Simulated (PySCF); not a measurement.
# Atomic charges against the basis set

Species: oxalyl dichloride, C2Cl2O2.
Bonds: O1–C2 (double), C2–Cl3, C2–C4, C4–O5 (double), C4–Cl6.

PBE0 throughout (PySCF), one geometry, spherical d and f functions. Isolated species at its PBE0-D3(BJ)/def2-SVP geometry (one conformer only). Atoms taken as equivalent share a column and are averaged.

Mulliken charges (e):

| basis | functions | O1/O5 | C2/C4 | Cl3/Cl6 |
| --- | --- | --- | --- | --- |
| pcSseg-0 | 62 | -0.333 | +0.187 | +0.146 |
| cc-pVDZ | 92 | -0.092 | +0.098 | -0.006 |
| aug-cc-pVDZ | 146 | -0.346 | +0.342 | +0.004 |
| cc-pVTZ | 188 | -0.137 | +0.178 | -0.042 |
| IGLO-III | 228 | -0.323 | +0.242 | +0.081 |

IAO charges (e):

```json
{"basis": "pcSseg-0", "functions": "62", "O1/O5": "-0.256", "C2/C4": "+0.248", "Cl3/Cl6": "+0.008"}
{"basis": "cc-pVDZ", "functions": "92", "O1/O5": "-0.288", "C2/C4": "+0.296", "Cl3/Cl6": "-0.008"}
{"basis": "aug-cc-pVDZ", "functions": "146", "O1/O5": "-0.303", "C2/C4": "+0.307", "Cl3/Cl6": "-0.004"}
{"basis": "cc-pVTZ", "functions": "188", "O1/O5": "-0.304", "C2/C4": "+0.308", "Cl3/Cl6": "-0.003"}
{"basis": "IGLO-III", "functions": "228", "O1/O5": "-0.309", "C2/C4": "+0.304", "Cl3/Cl6": "+0.005"}
```

Hirshfeld charges (e):

| basis | functions | O1/O5 | C2/C4 | Cl3/Cl6 |
| --- | --- | --- | --- | --- |
| pcSseg-0 | 62 | -0.152 | +0.152 | 0.000 |
| cc-pVDZ | 92 | -0.152 | +0.163 | -0.011 |
| aug-cc-pVDZ | 146 | -0.172 | +0.157 | +0.014 |
| cc-pVTZ | 188 | -0.166 | +0.163 | +0.003 |
| IGLO-III | 228 | -0.180 | +0.152 | +0.028 |

Task: Which scheme is steadiest as the basis changes?

Result: Largest range over the bases for any column: Hirshfeld 0.04 e, IAO 0.06 e, Mulliken 0.25 e. Hirshfeld charges move least and Mulliken charges most, counted in e.

Task: How much do the charges still move between the two largest bases, cc-pVTZ and IGLO-III?

Result: At most, over all atoms: Mulliken 0.186 e, IAO 0.008 e, Hirshfeld 0.024 e.

Task: What do the same runs give for the total energy and the frontier levels?

Result: 
```
      basis  energy (Eh)  HOMO (eV)  LUMO (eV)
   pcSseg-0   -1144.8765      -9.28      -3.89
    cc-pVDZ   -1146.5310      -8.79      -3.31
aug-cc-pVDZ   -1146.5506      -8.98      -3.57
    cc-pVTZ   -1146.6249      -8.90      -3.46
   IGLO-III   -1146.6151      -8.91      -3.49
```
